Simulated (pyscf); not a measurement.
# Routes from HO–SnH(OH)–SH (SMILES [OH][SnH]([OH])[SH])

Candidate steps break at most two bonds and form at most two. Each was searched with GFN2-xTB (tblite) first. Structures and frequencies: ωB97X-D3(BJ)/def2-SVP in PySCF. Energies: ωB97M-D3(BJ)/def2-TZVP, kcal/mol, from the reactant's lowest minimum found, singlet surface; ΔG‡ with ideal gas, 1 atm, RRHO with modes under 100 cm⁻¹ raised to 100, one conformer, R ln 2 for chiral ones without a mode under 150 cm⁻¹.

| products | type | ΔE‡ | ΔE | ΔG‡ 298 K | ΔG‡ 900 K | ν‡ (cm⁻¹) |
|---|---|---|---|---|---|---|
| HO–Sn:–OH [singlet] + H₂S | 1,1-elimination | 47.4 | +3.3 | 45.8 | 46.2 | 1254i |
| O=Sn(OH)–SH + H₂ | elimination | 74.7 | +57.9 | 72.3 | 74.8 | 1441i |

Row 1: On the product side the descent ends in a bound adduct, 9.3 kcal/mol under the separated species and 48.8 kcal/mol under the saddle at ωB97X-D3(BJ)/def2-TZVP. 

Plain bond fissions and candidates not yet searched are not listed, and one of them may be faster. Each barrier is that of the saddle found; lower ones may exist. Elements past Kr carry the def2 core potentials, without spin-orbit coupling.
